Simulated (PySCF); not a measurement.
# Stationary points of P2H2

All numbers come from PySCF, PBE0, basis P def2-TZVP, H def2-TZVP (no relativity, density fitting).

Relaxations began from a few typed shapes. The search is not exhaustive: other isomers or separated fragments can lie lower, and high-lying points may rest on an excited occupation.

Q: Which is the lowest minimum found?
A. singlet C2v: P–H 1.424 Å (×2), P–P 2.025 Å; H–P–P 99.4° (×2)
B. singlet D∞h: P–H 1.535 Å (×2), P–P 2.106 Å; H–P–P 180.0° (×2)
C. singlet D2h: P–H 1.562 Å (×4); H–P–H 84.0° (×2), P–H–P 96.0° (×2)
D. singlet C2h: P–H 1.427 Å (×2), P–P 2.016 Å; H–P–P 94.0° (×2)

A: D. The others lie at 15.3 (singlet C2v), 330.4 (singlet D2h, a saddle point), 416.3 (singlet D∞h, a saddle point) kJ/mol above it.
